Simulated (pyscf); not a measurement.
Optimised with ωB97X-D3(BJ)/def2-SVP in PySCF.

SMILES: [SiH3][GeH2][OH]
```xyz
9

O      0.3778     1.0598     0.1583
Ge     0.0863    -0.7082     0.1438
Si    -1.6088    -1.0426     1.7575
H      1.0627     1.3331    -0.4624
H      1.3937    -1.4504     0.4966
H     -0.3484    -1.1489    -1.2710
H     -1.9324    -2.4983     1.8325
H     -2.8353    -0.2900     1.3693
H     -1.1369    -0.5787     3.0930
```

**Question.** What is the homolytic dissociation enthalpy (298 K, ωB97M-D3(BJ)/def2-TZVP) of the H–O bond of HO–GeH₂–SiH₃, to •O–GeH₂–SiH₃ + H•?

**Answer.** H–O to •O–GeH₂–SiH₃ + H•: 111.9 kcal/mol. The 7 functionals that were run give +106.8 (PBE) to +113.3 kcal/mol (M06-2X). HO–GeH₂–SiH₃ lies 21.8 kcal/mol over its isomer H₃Si–O–GeH₃ (electronic energy, ωB97M-D3(BJ)/def2-TZVP). Other isomers of •O–GeH₂–SiH₃ were not searched in full and may lie lower. Elements up to Kr have no core potential and no relativistic terms here.
